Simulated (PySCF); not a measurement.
Here is a computed PBE0-D3(BJ)/def2-SVP geometry (Å):
```
atom  x, y, z in Å
O1     1.9471   -1.5058    1.1356
C2     1.2972   -0.5825    0.7356
C3     1.0632    0.8042    0.5171
C4     0.1236   -0.0586    0.0830
C5    -1.1732   -0.1615   -0.6021
F6    -1.6533    1.0631   -0.9639
H7     1.3203    1.8635    0.5770
H8    -1.8958   -0.6625    0.0669
H9    -1.0578   -0.7967   -1.4986
```

Neutral, closed shell.

Q: Read off the bonds between heavy atoms and their formal orders.

A: O1–C2 1.20 Å (double); C2–C3 1.42 Å (aromatic); C3–C4 1.35 Å (aromatic); C4–C5 1.47 Å (single); C5–F6 1.36 Å (single); C2–C4 1.44 Å (aromatic). Bonds to hydrogen (Å): C3–H7 1.09; C5–H8 1.10; C5–H9 1.10. The aromatic marks follow RDKit's electron count.

Q: Write the SMILES.

A: `O=c1cc1CF`, C4H3FO.

Q: What is the point group of this geometry?

A: Cs (tolerance 0.08 Å).

Q: Which rings does it hold (smallest set)?

A: C2–C3–C4 (3 members).

Q: Classify the heavy atoms.

A: O1: carbonyl oxygen; C2: ring carbonyl carbon; C3: unsaturated ring CH carbon; C4: unsaturated ring carbon; C5: sp3 C–F carbon; F6: alkyl fluorine.

Q: What is the arrangement about C3?

A: It has 3 neighbours (C2, C4, H7) and has angles 153.9°, 143.4° and 62.6°, sum 360.0°, 0.00 Å off the plane of its three neighbours.

Q: What is the arrangement about C4?

A: It has 3 neighbours (C3, C5, C2) and has angles 154.6°, 144.1° and 61.3°, sum 360.0°, 0.00 Å off the plane of its three neighbours.
